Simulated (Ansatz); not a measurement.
**C₂H₃FS: taking an electron away**

An exercise on one series of results from a longer session: the logs are not shown, and one member is left open.

Computed with Ansatz 0.2.0, Gaussian basis. Level: unrestricted cation, the program's frozen cores in correlated methods.

Plan: UKS PBE-D4/def2-TZVPP; UKS r2SCAN-D4/def2-TZVPP; UKS PBE0-D4/def2-TZVPP; UKS B3LYP-D4/def2-TZVPP; UKS wB97X-V/def2-TZVPP; UKS wB97M-V/def2-TZVPP; UKS B2PLYP/def2-TZVPP; UHF-CCSD(T)/def2-TZVPP; UHF-MP2/def2-QZVPP; extrapolation to the limit; then −ε(HOMO) from the neutral's earlier runs with LDA (SPW92), PBE-D4, revPBE-D4, BLYP-D4, r2SCAN-D4, B97M-V, PBE0-D4, B3LYP-D4, r2SCANh-D4, r2SCAN0-D4, HSE06-D4, BHLYP-D4, CAM-B3LYP-D4, LC-ωPBE, ωB97X-V, ωB97M-V.

### The relaxed structure

The geometry comes from an earlier relaxation with PBE0-D4 in a triple-zeta def2 set; it is a stationary point, not always the lowest conformer.

SMILES `F/C=C\S`, 7 atoms, charge 0, spin multiplicity 1.

Atoms are counted from 1 here; the program's logs count them from 0.

Bond lengths: F1–C2 1.340 Å, C2–C3 1.323 Å, C2–H5 1.082 Å, C3–S4 1.741 Å, C3–H6 1.082 Å, S4–H7 1.342 Å. Angles: F1–C2–C3 122.0°, F1–C2–H5 113.2°, C3–C2–H5 124.9°, C2–C3–S4 127.4°, C2–C3–H6 118.0°, S4–C3–H6 114.5°, C3–S4–H7 96.5°.

Set-up of the first run:

The input, in.yaml:

```yaml
crystal:
  periodic: [false, false, false]
  atoms:
    - {symbol: F, position_ang: [-0.749918, -1.013910, -1.105440]}
    - {symbol: C, position_ang: [-0.571922, -0.684175, 0.181148]}
    - {symbol: C, position_ang: [0.228844, 0.303072, 0.546746]}
    - {symbol: S, position_ang: [1.175589, 1.336071, -0.486561]}
    - {symbol: H, position_ang: [-1.142726, -1.301886, 0.861570]}
    - {symbol: H, position_ang: [0.325328, 0.514844, 1.603804]}
    - {symbol: H, position_ang: [0.796006, 0.778083, -1.646868]}
basis:
  gaussian: {orbitals: def2-TZVPP}
total_charge: 1
magnetization: {spin_polarized: true, initial_magnetization: 1}
hamiltonian: {xc: pbe, dispersion: d4}
```

The run is started by

```bash
$ ansatz run in.yaml --threads 2 --pin off --events-out ev --progress --plain --max-ram 4352MiB
```

Among the steps run: Cation, UKS PBE-D4/def2-TZVPP; Cation, UKS r2SCAN-D4/def2-TZVPP; Cation, UKS PBE0-D4/def2-TZVPP; Cation, UKS B3LYP-D4/def2-TZVPP; Cation, UKS wB97X-V/def2-TZVPP; Cation, UKS wB97M-V/def2-TZVPP; Cation, UKS B2PLYP (frozen core)/def2-TZVPP; Cation, UHF-CCSD(T)/def2-TZVPP; Cation, UHF-MP2/def2-QZVPP.

One of the session's tables, all rows but one given; the rest of the session is left out.

Orbital estimates, from the neutral's runs:

| functional | −ε(HOMO) (eV) |
| --- | --- |
| LDA (SPW92) | 5.56 |
| PBE-D4 | 5.39 |
| revPBE-D4 | 5.33 |
| BLYP-D4 | 5.25 |
| r2SCAN-D4 | 5.60 |
| B97M-V | 5.65 |
| PBE0-D4 | 6.53 |
| B3LYP-D4 | 6.32 |
| r2SCANh-D4 | 6.03 |
| r2SCAN0-D4 | 6.67 |
| HSE06-D4 | 6.13 |
| BHLYP-D4 | 7.54 |
| CAM-B3LYP-D4 | 7.83 |
| LC-ωPBE | 9.16 |
| ωB97X-V | 8.79 |
| ωB97M-V | ? |

Q: Estimate the row for ωB97M-V from the others.

**Answer.** −ε(HOMO) (eV): 8.66. In the column «−ε(HOMO) (eV)» it lies between CAM-B3LYP-D4 (7.83) and ωB97X-V (8.79).
